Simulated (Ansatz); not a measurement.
Geometry optimisation, RKS r2SCAN-D4/def2-SVPD (Ansatz).

Input file:

```yaml
crystal:
  periodic: [false, false, false]
  atoms:
    - { symbol: B, position_ang: [-0.872883, 0.000966, 0.231398] }
    - { symbol: H, position_ang: [1.327041, -0.000407, 1.159538] }
    - { symbol: F, position_ang: [1.654169, 9.3e-05, 0.292559] }
    - { symbol: F, position_ang: [-0.984627, -0.000652, -1.034695] }
basis:
  gaussian: { orbitals: def2-SVPD }
hamiltonian:
  xc: r2scan
  dispersion: d4
relax:
  f_tol: 0.03
  max_steps: 50
```

Run as:

```bash
$ ansatz run input.yaml --threads 1 --pin off --max-ram 2048MiB --backend cpu --events-out ev --progress --plain --runs-dir out
```

Q: Where does it end, and by what steps?

A: The forces met the threshold. After 11 steps the energy has fallen by 0.225 eV; F3 moved furthest, 0.88 Å.

```csv
step,energy less start (eV),largest force component (eV/Å),accepted
0,0.0000,0.292,yes
1,0.0362,1.828,no
2,-0.0208,0.419,yes
3,-0.0280,0.978,yes
4,-0.0476,1.217,yes
5,-0.0793,0.662,yes
6,-0.1008,1.113,yes
7,-0.1191,1.291,yes
8,-0.2170,0.129,yes
9,-0.2245,0.034,yes
10,-0.2247,0.039,yes
11,-0.2248,0.004,yes
```

```xyz
4
Properties=species:S:1:pos:R:3
B -0.557 0.000 -0.237
H 1.262 0.000 0.631
F 2.116 0.000 1.037
F -1.697 0.000 -0.782
```

The run took 21 s on 1 thread of Arm Neoverse V2, on a shared host, peak memory 0.14 GiB.
